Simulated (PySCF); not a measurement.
Species: FH.
Z-matrix (Å and degrees, CAM-B3LYP/def2-TZVP geometry), rows numbered from 1:
```
F 
H   1  0.9236
```

Method used: PySCF 2.14.0, CAM-B3LYP/def2-TZVP geometry optimisation, gas phase.

Masses are those of the commonest isotopes; rigid-rotor values at the optimised geometry. 

Q: What are the moment of inertia and the rotational constant?

A: I = 0.816 u·Å², B = 505379 MHz·u·Å²/I = 619018 MHz (20.6482 cm⁻¹, or 29.708 K as hB/k). For two atoms I = μr² with μ = 0.9571 u and r = 0.9236 Å.

Q: List the first levels of a rigid rotor in a Σ state.

A: E(J) = BJ(J+1): J = 1: 41.296, J = 2: 123.889, J = 3: 247.779, J = 4: 412.964, J = 5: 619.447, J = 6: 867.225 cm⁻¹.

Q: Where do the first rotational lines fall?

A: The dipole is 1.96 D; J+1 ← J lies at 2B(J+1): 1 ← 0 at 1238.04 GHz, 2 ← 1 at 2476.07 GHz, 3 ← 2 at 3714.11 GHz, 4 ← 3 at 4952.14 GHz, 5 ← 4 at 6190.18 GHz, 6 ← 5 at 7428.22 GHz.

Q: Estimate the classical rotational partition function at 200 K and 500 K.

A: Point group C∞v, symmetry number σ = 1; q = kT/(σhB), k/h = 20836.6 MHz/K: 6.7 at 200 K, 16.8 at 500 K.

Not checked by CAM-B3LYP/def2-TZVP frequencies. These are rigid-rotor constants of the computed structure; measured ground-state constants (B0) also hold zero-point vibration.

The run took 1.0 s wall on one thread, Arm Neoverse V1 (aarch64), shared host with 32 logical CPUs at a one-minute load of 28, and the process peaked at 0.23 GiB of memory. That covers the optimisation of the geometry.
